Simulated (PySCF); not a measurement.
Compound: thioformaldehyde, CH2S.
SMILES: `C=S`

The calculation used B3LYP/6-31+G* geometry optimisation, gas phase (PySCF).

Masses are those of the commonest isotopes; rigid-rotor values at the optimised geometry. 

**Question.** Give the principal moments of inertia and the rotational constants in cm⁻¹.

**Answer.** Ia = 1.72, Ib = 28.86, Ic = 30.58 u·Å²; 505379 MHz·u·Å²/I gives 293694, 17509 and 16524 MHz, that is A = 9.79659, B = 0.58405, C = 0.55119 cm⁻¹.

**Question.** What kind of rotor is it?

**Answer.** A near-prolate asymmetric top. Ray's parameter κ = (2B − A − C)/(A − C) = -0.993; −1 is the prolate and +1 the oblate limit.

**Question.** What does the inertial defect say?

**Answer.** Planar: Δ = Ic − Ia − Ib = 0.00 u·Å². For a rigid frame Δ = −2 Σ m c², so it vanishes when all atoms lie in the ab plane; here none is more than 0.01 Å from it.

**Question.** List the rotational levels J(Ka,Kc) to J = 2 (MHz).

**Answer.** Above 0(0,0):
J = 1: 1(0,1) 34034, 1(1,1) 310219, 1(1,0) 311204
J = 2: 2(0,2) 102099, 2(1,2) 377301, 2(1,1) 380257, 2(2,1) 1208812, 2(2,0) 1208814
Those of J = 1 are B + C, A + C and A + B.

**Question.** Predict some low-J microwave lines.

**Answer.** The dipole components are |μa| = 1.88 D, |μb| = 0.00 D, |μc| = 0.00 D; the symmetry axis of this C2v structure is a, so μb and μc vanish by symmetry and there are no b-type or c-type lines. Some lines, for components of 0.1 D or more:

```tsv
type	branch	J(Ka,Kc)	MHz	lower level (cm⁻¹)
a	Q	1(1,0) ← 1(1,1)	985	10.348
a	Q	2(1,1) ← 2(1,2)	2955	12.585
a	Q	3(1,2) ← 3(1,3)	5911	15.942
a	R	1(0,1) ← 0(0,0)	34034	0.000
a	R	2(1,2) ← 1(1,1)	67083	10.348
a	R	2(0,2) ← 1(0,1)	68065	1.135
a	R	2(1,1) ← 1(1,0)	69053	10.381
a	R	3(1,3) ← 2(1,2)	100622	12.585
a	R	3(0,3) ← 2(0,2)	102091	3.406
a	R	3(2,2) ← 2(2,1)	102102	40.322
a	R	3(2,1) ← 2(2,0)	102112	40.322
a	R	3(1,2) ← 2(1,1)	103578	12.684
```

Not checked by B3LYP/6-31+G* frequencies. Constants of a rigid frame at the computed geometry: no zero-point averaging, no centrifugal distortion.

Time: 1.4 s of wall time; peak memory 0.25 GiB. Hardware: one thread, Arm Neoverse V1 (aarch64), on a shared host. That covers the optimisation of the geometry.
